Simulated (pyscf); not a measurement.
PySCF, gas phase, ωB97X-D3(BJ)/def2-SVP geometries.

### Question
Cl–Zn–Cl + H₂Se → HCl + Cl–Zn–SeH
Surface: singlet. Broken: Cl–Zn, H–Se. Formed: Cl–H, Se–Zn. Give ΔE‡ and ΔE from ωB97M-D3(BJ)/def2-TZVP, relative to the separated reactants.

### Answer
ΔE‡ = 29.1 kJ/mol, ΔE = +17.6 kJ/mol. Zero-point energy shifts the barrier by -2.6 kJ/mol. It is a four-centre exchange, with an imaginary mode of 738i cm⁻¹. On the reactant side the descent ends in an adduct with a Se–Zn contact, 61.4 kJ/mol under the separated species and 71.1 kJ/mol under the saddle at ωB97X-D3(BJ)/def2-TZVP. On the product side the descent ends in a complex, 27.3 kJ/mol under the separated species and 25.4 kJ/mol under the saddle at ωB97X-D3(BJ)/def2-TZVP. What is counted as formed (Se–Zn) is already present as a longer contact in the reactant adduct; forming that adduct is a step of its own. At ωB97X-D3(BJ) the barrier from the zero used here is 9.6 kJ/mol. This is the saddle that the search found; another between the same sides may lie lower. Elements up to Kr have no core potential and no relativistic terms here.
